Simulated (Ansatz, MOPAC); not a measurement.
Anatase TiO2 (metastable phase), band gap

Reference value: 3.42 eV (measured, low temperature, zero-point motion not removed, gap of extended states, from the Urbach tail; as tabulated in Kang and Hybertsen (2010), arXiv:1006.4085).

```json
[
 {"level (code)": "PM7 semi-empirical Hartree-Fock (MOPAC)", "value (eV)": "7.72", "cell (Å³/atom)": "12.96", "difference (eV)": "+4.30"},
 {"level (code)": "LDA (Ansatz)", "value (eV)": "2.01 (indirect)", "cell (Å³/atom)": "11.35", "difference (eV)": "-1.41"},
 {"level (code)": "BLYP (Ansatz)", "value (eV)": "2.12 (indirect)", "cell (Å³/atom)": "11.35", "difference (eV)": "-1.30"},
 {"level (code)": "PBE (Ansatz)", "value (eV)": "2.12 (indirect)", "cell (Å³/atom)": "11.35", "difference (eV)": "-1.30"},
 {"level (code)": "PBE-D3(BJ) (Ansatz)", "value (eV)": "2.11 (indirect)", "cell (Å³/atom)": "11.44", "difference (eV)": "-1.31"},
 {"level (code)": "r²SCAN-D4 (Ansatz)", "value (eV)": "2.53 (indirect)", "cell (Å³/atom)": "11.32", "difference (eV)": "-0.89"},
 {"level (code)": "B3LYP (VWN-RPA form) (Ansatz)", "value (eV)": "3.87 (indirect)", "cell (Å³/atom)": "11.35", "difference (eV)": "+0.45"},
 {"level (code)": "r²SCAN0 (Ansatz)", "value (eV)": "4.67 (indirect)", "cell (Å³/atom)": "11.35", "difference (eV)": "+1.25"},
 {"level (code)": "Hartree–Fock (Ansatz)", "value (eV)": "12.74 (indirect)", "cell (Å³/atom)": "11.35", "difference (eV)": "+9.32"}
]
```

Leaving aside PM7 semi-empirical Hartree-Fock (MOPAC) (doubt noted below): Once the reference is moved by up to 0.24 eV (a margin picked here for doubts on the reference and the settings, and for temperature and zero-point motion) and values within 0.03 eV count as equal, the nearest can be B3LYP (VWN-RPA form) (+0.45 eV) or r²SCAN-D4 (-0.89 eV). Among them Hartree–Fock (+9.32 eV) misses by most.

Density-functional gaps are differences of (generalised) Kohn–Sham levels of a static lattice; semilocal ones lie below quasiparticle gaps as a rule. Measured gaps hold zero-point and thermal shifts unless a correction is named.  PM7 semi-empirical Hartree-Fock (MOPAC): the cell has another shape than the first-principles one, perhaps another minimum in the same group. PM7 semi-empirical Hartree-Fock (MOPAC): the gap is read on the k mesh or supercell of the run alone and can be too large. PM7 semi-empirical Hartree-Fock (MOPAC): the method was fitted mainly to molecules. PM7 semi-empirical Hartree-Fock (MOPAC): gaps of these semi-empirical methods are Hartree–Fock-like level differences, and their formation enthalpies are fitted 298 K values. Values are at the measured cell; PM7 semi-empirical Hartree-Fock (MOPAC) at the level's own relaxed cell; PBE-D3(BJ) at the level's own relaxed cell; r²SCAN-D4 at the level's own relaxed cell. Cutoffs and k meshes differ between the levels. Ansatz's density-functional and Hartree–Fock values are scalar-relativistic unless marked +SOC, with PAW data made under PBE.

Differences are worked out from the printed values.

Ansatz is a first-principles code.
